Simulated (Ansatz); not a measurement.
# C4H8O (SMILES CCC(C)=O) at revPBE/6-31G(d) (spherical functions)

Aim: the energy change on altering one bond length of C4H8O at revPBE/6-31G* (spherical functions), from 2 runs. 

The results are computed with Ansatz 0.2.0.

51 further runs of the same task are left out: 51 set aside as unsound or not needed.

**1. The structure to begin with**

The species is C4H8O (13 atoms), meant as a singlet with charge 0. As SMILES, `CCC(C)=O`. The shape is that of a PBE0-D4/def2-TZVP optimisation. This is one conformer, not always the lowest.

Bond lengths: C1–C2 1.527 Å, C2–C3 1.512 Å, C3–C4 1.505 Å, C3–O5 1.206 Å, C1–H6 1.091 Å, C1–H7 1.092 Å, C1–H8 1.093 Å, C2–H9 1.094 Å, C2–H10 1.092 Å, C4–H11 1.093 Å, C4–H12 1.095 Å, C4–H13 1.088 Å. Some angles: C1–C2–C3 110.3°, C2–C3–C4 116.7°, C2–C3–O5 121.3°, C4–C3–O5 121.9°, C1–C2–H9 109.9°, C1–C2–H10 110.0°, C3–C2–H9 110.1°, C3–C2–H10 107.8°, C2–C1–H6 110.6°, C2–C1–H7 110.5°.

**2. The energy at revPBE/6-31G(d) (spherical functions)**

File job.yaml:

```yaml
crystal:
  periodic: [false, false, false]
  atoms:
    - symbol: C
      position_ang: [-1.145600, 1.128600, -0.438000]
    - symbol: C
      position_ang: [0.104000, 0.866600, 0.400200]
    - symbol: C
      position_ang: [0.917600, -0.253800, -0.206600]
    - symbol: C
      position_ang: [0.580900, -1.652300, 0.236700]
    - symbol: O
      position_ang: [1.778900, -0.032900, -1.021800]
    - symbol: H
      position_ang: [-1.729800, 1.946300, -0.012200]
    - symbol: H
      position_ang: [-0.871200, 1.401500, -1.458700]
    - symbol: H
      position_ang: [-1.791800, 0.248500, -0.484700]
    - symbol: H
      position_ang: [-0.181700, 0.612400, 1.425300]
    - symbol: H
      position_ang: [0.731300, 1.759600, 0.423400]
    - symbol: H
      position_ang: [-0.499800, -1.816400, 0.230900]
    - symbol: H
      position_ang: [0.914800, -1.787200, 1.270500]
    - symbol: H
      position_ang: [1.077500, -2.382200, -0.399800]
basis:
  gaussian: {orbitals: 6-31G_st_-spherical.json}
hamiltonian: {xc: {name: revPBE}}
accuracy: high
output: {orbitals: {seedname: orbitals}}
```

The basis set 6-31G* is read from a file made from the Basis Set Exchange's data (not shown).

Command:

```sh
$ ansatz run job.yaml --threads 1 --pin off --max-ram 3480MiB --events-out events.jsonl --progress --plain --runs-dir runs
```

What it wrote:

```text
Warning: RAYON_NUM_THREADS=1 ignored (pool sized by the plan → 1); use --threads N
Functional definition: revPBE
  name "revPBE"
  parameter kappa = 1.245
  parameter beta = 0.06672455060314922
  exchange = pbe_x(kappa = kappa, mu = beta*pi^2/3)
  correlation = pbe_c(beta = beta)
2165 factors; integrals over basis functions are off by at most 3.2e-9 eV
mean field evaluation 1: about -6313.4781 eV, gradient 6.7e1 eV
mean field evaluation 2: about -6300.4477 eV, gradient 1.0e2 eV
mean field evaluation 4: about -6323.5327 eV, gradient 4.8e0 eV
mean field evaluation 8: about -6323.5701 eV, gradient 9.9e-2 eV
mean field evaluation 16: about -6323.5701 eV, gradient 1.6e-5 eV
mean field -6323.57008843 eV, -232.3869144799 hartree, gradient 3.8e-8 eV, S^2 0.000000; 0 other end points of the search recorded, 0 dependent functions left out
reference -6323.57009130 eV, -232.3869145856 hartree; 20, 20 occupied and 66, 66 virtual orbitals, 2165 factors
Total energy: -6323.57009130 eV, -232.3869145856 hartree
```

Run time: 4.8 s. Hardware: 1 thread of Intel Xeon 6975P-C (Granite Rapids), shared host; peak memory 0.25 GiB.

**3. The distorted shape**

File input.yaml:

```yaml
basis:
  gaussian:
    orbitals: 6-31G_st_-spherical.json
crystal:
  periodic: [false, false, false]
  atoms:
    - {symbol: C, position_ang: [-1.520461, 1.207196, -0.689447]}
    - {symbol: C, position_ang: [0.104000, 0.866600, 0.400200]}
    - {symbol: C, position_ang: [0.917600, -0.253800, -0.206600]}
    - {symbol: C, position_ang: [0.580900, -1.652300, 0.236700]}
    - {symbol: O, position_ang: [1.778900, -0.032900, -1.021800]}
    - {symbol: H, position_ang: [-2.104661, 2.024896, -0.263647]}
    - {symbol: H, position_ang: [-1.246061, 1.480096, -1.710147]}
    - {symbol: H, position_ang: [-2.166661, 0.327096, -0.736147]}
    - {symbol: H, position_ang: [-0.181700, 0.612400, 1.425300]}
    - {symbol: H, position_ang: [0.731300, 1.759600, 0.423400]}
    - {symbol: H, position_ang: [-0.499800, -1.816400, 0.230900]}
    - {symbol: H, position_ang: [0.914800, -1.787200, 1.270500]}
    - {symbol: H, position_ang: [1.077500, -2.382200, -0.399800]}
hamiltonian:
  xc: {name: revPBE}
accuracy: high
output: {orbitals: {seedname: orbitals}}
```

The basis set 6-31G* is read from a file made from the Basis Set Exchange's data (not shown).

Command:

```sh
$ ansatz run input.yaml --threads 1 --pin off --max-ram 3480MiB --events-out events.jsonl --progress --plain --runs-dir runs
```

What it wrote:

```text
Warning: RAYON_NUM_THREADS=1 ignored (pool sized by the plan → 1); use --threads N
Functional definition: revPBE
  name "revPBE"
  parameter kappa = 1.245
  parameter beta = 0.06672455060314922
  exchange = pbe_x(kappa = kappa, mu = beta*pi^2/3)
  correlation = pbe_c(beta = beta)
2155 factors; integrals over basis functions are off by at most 3.1e-9 eV
mean field evaluation 1: about -6313.4705 eV, gradient 6.3e1 eV
mean field evaluation 2: about -6301.5125 eV, gradient 9.7e1 eV
mean field evaluation 4: about -6322.3421 eV, gradient 3.8e0 eV
mean field evaluation 8: about -6322.3565 eV, gradient 1.9e-1 eV
mean field evaluation 16: about -6322.3566 eV, gradient 2.4e-5 eV
mean field -6322.35656890 eV, -232.3423184600 hartree, gradient 4.9e-8 eV, S^2 0.000000; 0 other end points of the search recorded, 0 dependent functions left out
reference -6322.35657185 eV, -232.3423185682 hartree; 20, 20 occupied and 66, 66 virtual orbitals, 2155 factors
Total energy: -6322.35657185 eV, -232.3423185682 hartree
```

Run time: 4.8 s. Hardware: 1 thread of Intel Xeon 6975P-C (Granite Rapids), shared host; peak memory 0.26 GiB.

**4. What came out**

At revPBE/6-31G* (spherical functions):

| quantity | value |
| --- | --- |
| first shape: total energy | -232.38691 Eh |
| first shape: HOMO energy | -5.05 eV |
| first shape: LUMO energy | -1.03 eV |
| first shape: HOMO–LUMO gap | 4.02 eV |
| distorted shape: total energy | -232.34232 Eh |
| distorted shape: HOMO energy | -5.04 eV |
| distorted shape: LUMO energy | -1.47 eV |
| distorted shape: HOMO–LUMO gap | 3.57 eV |
| energy change with the C1–C2 bond stretched from 1.527 to 1.985 Å | 1.214 eV |

In words: With the C1–C2 bond stretched from 1.527 to 1.985 Å the energy rises by 1.21 eV (117 kJ/mol). The first shape isn't relaxed at this level, so the change isn't measured from a minimum.
